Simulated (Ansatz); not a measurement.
A short molecular-dynamics run on cyclo-(PH)3 (P3H3).

```yaml
crystal:
  periodic: [false, false, false]
  atoms:
    - {symbol: P, position_ang: [1.098082, -0.434487, 0.565189]}
    - {symbol: P, position_ang: [-0.149704, 1.300049, -0.038218]}
    - {symbol: P, position_ang: [-0.450665, -0.665940, -0.982360]}
    - {symbol: H, position_ang: [0.244956, -0.908139, 1.598384]}
    - {symbol: H, position_ang: [-1.195442, 1.094144, 0.901834]}
    - {symbol: H, position_ang: [0.452783, -0.385637, -2.044839]}
basis:
  gaussian: {orbitals: def2-SVP}
hamiltonian: {xc: {name: BLYP}, dispersion: d4}
md: {timestep: 0.5 fs, n_steps: 15, ensemble: nvt_langevin, temperature: 1000, initial_velocities: maxwell_boltzmann, friction: 0.01, seed: 37}
scf: {omitted_lower_state_checks: [starts]}
```

```sh
$ ansatz run in.yaml --threads 2 --pin off --events-out ev --progress --plain --max-ram 4352MiB
```

| step | time (fs) | potential energy (eV) | kinetic (eV) | T (K) |
| --- | --- | --- | --- | --- |
| 0 | 0.0 | -27906.3316 | 0.6463 | 833 |
| 1 | 0.5 | -27906.3193 | 0.5791 | 747 |
| 2 | 1.0 | -27906.3030 | 0.5448 | 702 |
| 3 | 1.5 | -27906.2878 | 0.5150 | 664 |
| 4 | 2.0 | -27906.2764 | 0.4641 | 598 |
| 5 | 2.5 | -27906.2667 | 0.4853 | 626 |
| 6 | 3.0 | -27906.2607 | 0.5024 | 648 |
| 7 | 3.5 | -27906.2582 | 0.4854 | 626 |
| 8 | 4.0 | -27906.2560 | 0.4894 | 631 |
| 9 | 4.5 | -27906.2507 | 0.5484 | 707 |
| 10 | 5.0 | -27906.2371 | 0.5224 | 674 |
| 11 | 5.5 | -27906.2147 | 0.4764 | 614 |
| 12 | 6.0 | -27906.1852 | 0.4192 | 541 |
| 13 | 6.5 | -27906.1519 | 0.3900 | 503 |
| 14 | 7.0 | -27906.1169 | 0.3640 | 469 |
| 15 | 7.5 | -27906.0838 | 0.3237 | 417 |

Velocities are drawn at the set temperature; a run this short doesn't reach equilibrium. Under Langevin dynamics the printed temperature counts 3N degrees of freedom, so it starts below the set value.

Frames (Å, forces in eV/Å):

```xyz
6
time=0.0 fs
P     1.098   -0.434    0.565    1.144   -0.359    0.421
P    -0.150    1.300   -0.038   -0.023    1.262   -0.143
P    -0.451   -0.666   -0.982   -0.832   -0.796   -0.568
H     0.245   -0.908    1.598   -0.218   -0.150    0.325
H    -1.195    1.094    0.902   -0.312   -0.020    0.280
H     0.453   -0.386   -2.045    0.241    0.064   -0.315
6
time=0.5 fs
P     1.098   -0.430    0.567    1.359   -0.312    0.146
P    -0.150    1.299   -0.037    0.013    1.240   -0.219
P    -0.451   -0.669   -0.985   -0.777   -0.719   -0.528
H     0.263   -0.929    1.584   -0.421   -0.217    0.537
H    -1.191    1.084    0.894   -0.441   -0.015    0.411
H     0.443   -0.363   -2.046    0.266    0.024   -0.346
6
time=1.0 fs
P     1.099   -0.426    0.568    1.557   -0.253   -0.126
P    -0.150    1.298   -0.035    0.010    1.200   -0.256
P    -0.452   -0.672   -0.987   -0.718   -0.643   -0.482
H     0.282   -0.948    1.571   -0.612   -0.292    0.738
H    -1.188    1.073    0.888   -0.527   -0.002    0.499
H     0.434   -0.344   -2.047    0.289   -0.010   -0.372
6
time=1.5 fs
P     1.100   -0.422    0.569    1.687   -0.223   -0.321
P    -0.150    1.298   -0.034   -0.018    1.152   -0.268
P    -0.453   -0.675   -0.990   -0.664   -0.568   -0.427
H     0.299   -0.968    1.563   -0.737   -0.336    0.857
H    -1.186    1.062    0.883   -0.584    0.017    0.559
H     0.424   -0.325   -2.048    0.316   -0.041   -0.401
6
time=2.0 fs
P     1.101   -0.417    0.571    1.741   -0.232   -0.426
P    -0.150    1.298   -0.033   -0.063    1.096   -0.264
P    -0.454   -0.678   -0.992   -0.605   -0.493   -0.375
H     0.313   -0.988    1.558   -0.788   -0.338    0.890
H    -1.185    1.052    0.879   -0.621    0.038    0.601
H     0.415   -0.308   -2.049    0.337   -0.071   -0.426
6
time=2.5 fs
P     1.101   -0.413    0.572    1.756   -0.270   -0.479
P    -0.150    1.299   -0.033   -0.135    1.034   -0.235
P    -0.455   -0.681   -0.995   -0.539   -0.415   -0.335
H     0.324   -1.009    1.554   -0.800   -0.314    0.880
H    -1.185    1.041    0.876   -0.632    0.067    0.618
H     0.408   -0.290   -2.049    0.350   -0.102   -0.448
6
time=3.0 fs
P     1.102   -0.408    0.573    1.720   -0.353   -0.464
P    -0.150    1.299   -0.032   -0.256    0.966   -0.164
P    -0.456   -0.683   -0.998   -0.454   -0.334   -0.319
H     0.334   -1.032    1.552   -0.758   -0.247    0.802
H    -1.186    1.028    0.875   -0.599    0.111    0.596
H     0.401   -0.272   -2.049    0.346   -0.142   -0.451
6
time=3.5 fs
P     1.103   -0.404    0.574    1.630   -0.485   -0.378
P    -0.150    1.300   -0.032   -0.399    0.891   -0.072
P    -0.457   -0.686   -1.001   -0.338   -0.240   -0.341
H     0.343   -1.056    1.554   -0.662   -0.132    0.654
H    -1.189    1.016    0.874   -0.540    0.161    0.552
H     0.397   -0.254   -2.051    0.309   -0.195   -0.415
6
time=4.0 fs
P     1.104   -0.399    0.575    1.500   -0.651   -0.245
P    -0.150    1.300   -0.031   -0.546    0.811    0.020
P    -0.458   -0.689   -1.003   -0.201   -0.129   -0.387
H     0.349   -1.081    1.558   -0.531    0.018    0.463
H    -1.193    1.005    0.874   -0.470    0.210    0.497
H     0.395   -0.238   -2.054    0.247   -0.258   -0.348
6
time=4.5 fs
P     1.106   -0.395    0.576    1.337   -0.853   -0.071
P    -0.151    1.301   -0.030   -0.726    0.720    0.136
P    -0.460   -0.692   -1.006   -0.070   -0.019   -0.422
H     0.353   -1.105    1.565   -0.369    0.202    0.229
H    -1.199    0.994    0.876   -0.362    0.269    0.411
H     0.391   -0.222   -2.057    0.192   -0.319   -0.284
6
time=5.0 fs
P     1.107   -0.390    0.577    1.168   -1.073    0.115
P    -0.151    1.301   -0.030   -0.914    0.636    0.254
P    -0.461   -0.695   -1.009    0.054    0.087   -0.450
H     0.357   -1.130    1.575   -0.203    0.400   -0.015
H    -1.205    0.984    0.878   -0.246    0.329    0.318
H     0.387   -0.207   -2.061    0.141   -0.380   -0.222
6
time=5.5 fs
P     1.108   -0.385    0.578    1.025   -1.278    0.274
P    -0.151    1.302   -0.029   -1.102    0.560    0.370
P    -0.463   -0.698   -1.012    0.187    0.198   -0.493
H     0.359   -1.152    1.584   -0.062    0.579   -0.225
H    -1.213    0.976    0.880   -0.126    0.388    0.223
H     0.384   -0.192   -2.065    0.078   -0.447   -0.150
6
time=6.0 fs
P     1.109   -0.381    0.579    0.917   -1.453    0.389
P    -0.151    1.302   -0.029   -1.292    0.485    0.490
P    -0.464   -0.701   -1.015    0.321    0.309   -0.543
H     0.361   -1.173    1.590    0.044    0.728   -0.382
H    -1.220    0.967    0.882   -0.001    0.449    0.126
H     0.383   -0.176   -2.069    0.012   -0.517   -0.080
6
time=6.5 fs
P     1.110   -0.377    0.580    0.825   -1.608    0.479
P    -0.151    1.302   -0.028   -1.468    0.417    0.595
P    -0.466   -0.704   -1.018    0.458    0.418   -0.594
H     0.364   -1.192    1.595    0.129    0.855   -0.509
H    -1.229    0.959    0.884    0.115    0.505    0.038
H     0.383   -0.162   -2.071   -0.059   -0.587   -0.009
6
time=7.0 fs
P     1.111   -0.373    0.581    0.736   -1.748    0.552
P    -0.152    1.302   -0.028   -1.628    0.354    0.685
P    -0.468   -0.706   -1.021    0.595    0.520   -0.634
H     0.365   -1.208    1.599    0.202    0.966   -0.613
H    -1.238    0.950    0.885    0.223    0.557   -0.040
H     0.385   -0.150   -2.073   -0.128   -0.650    0.050
6
time=7.5 fs
P     1.113   -0.369    0.581    0.660   -1.862    0.596
P    -0.153    1.301   -0.027   -1.762    0.299    0.753
P    -0.471   -0.708   -1.025    0.718    0.605   -0.652
H     0.367   -1.222    1.602    0.256    1.053   -0.686
H    -1.247    0.941    0.884    0.311    0.603   -0.097
H     0.389   -0.141   -2.072   -0.182   -0.699    0.086
```

Run time 11 s (2 threads of Arm Neoverse V2 on a shared host).
